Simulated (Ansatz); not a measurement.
# BCl+ (doublet): wave-function methods side by side, cc-pVTZ

One table from this session's results is given with a row withheld; the runs are named, their logs left out.

The runs use Ansatz 0.2.0, Gaussian basis; cc-pVTZ, core rule «outside noble gas», up to 6 orbitals frozen.

The runs, in order: UHF; CCSD(T) on ROHF; CCSD(T) on UHF; BCCD(T) on ROHF; CISD; CCSDT(Q) on ROHF; CCSDT(Q) on UHF; CASSCF and MRCISD+Q, 9 electrons in 8 orbitals; CASSCF and NEVPT2, 9 electrons in 8 orbitals.

6 further runs of the same task are left out: 2 for a known fault of the program, 1 that didn't finish, 3 set aside as unsound or not needed.

### What is computed

The geometry is a PBE0/def2-TZVP stationary point (not a proven minimum).

2 atoms, charge 1, spin multiplicity 2.

Atoms are counted from 1 here; the program's logs count them from 0.

Bond lengths: B1–Cl2 1.596 Å.

The first run:

Contents of in.yaml:

```yaml
crystal:
  periodic: [false, false, false]
  atoms:
    - {symbol: B, position_ang: [0.000000, 0.000000, 0.000000]}
    - {symbol: Cl, position_ang: [0.000000, 0.000000, 1.596400]}
basis:
  gaussian: {orbitals: cc-pVTZ}
total_charge: 1
magnetization: {spin_polarized: true, initial_magnetization: 1}
hamiltonian: {xc: hf}
output: {orbitals: {seedname: orbitals}}
```

On the command line:

```sh
> ansatz run in.yaml --threads 1 --pin off --events-out ev --progress --plain --max-ram 2393MiB
```

Steps of the session up to this table: UHF; CCSD(T) on ROHF; CCSD(T) on UHF; BCCD(T) on ROHF; CISD; CCSDT(Q) on ROHF; CCSDT(Q) on UHF; CASSCF and MRCISD+Q, 9 electrons in 8 orbitals; CASSCF and NEVPT2, 9 electrons in 8 orbitals.

One table of the session follows, with a row left open; its other results are not shown here.

It belongs to the step «Misses and costs». 

| method | from UCCSDT(Q) (meV) |
| --- | --- |
| ROHF | +7165.3 |
| UHF | +7127.6 |
| RMP2 | +938.6 |
| UMP2 | ? |
| CISD | +787.9 |
| RCCSD | +392.5 |
| UCCSD | +392.0 |
| RCCSD(T) | +45.8 |
| UCCSD(T) | +45.8 |
| BCCD(T) | +44.6 |
| RCCSDT | +19.6 |
| UCCSDT | +19.6 |
| RCCSDT(Q) | +4.4 |
| UCCSDT(Q) | 0 |
| CASSCF valence | +5165.7 |
| NEVPT2 valence | +1094.4 |
| MRCISD valence | +380.5 |
| MRCISD+Q valence | +68.4 |

Q: Estimate the row for UMP2 from the others.

**Answer.** from UCCSDT(Q) (meV): +923.4. In the column «from UCCSDT(Q) (meV)» it lies between CISD (+787.9) and RMP2 (+938.6).

Caveats from the session: Restricted and unrestricted rows rest on different reference determinants; where their highest levels disagree by more than a few hundredths of an eV, they describe different states and don't form one ladder.
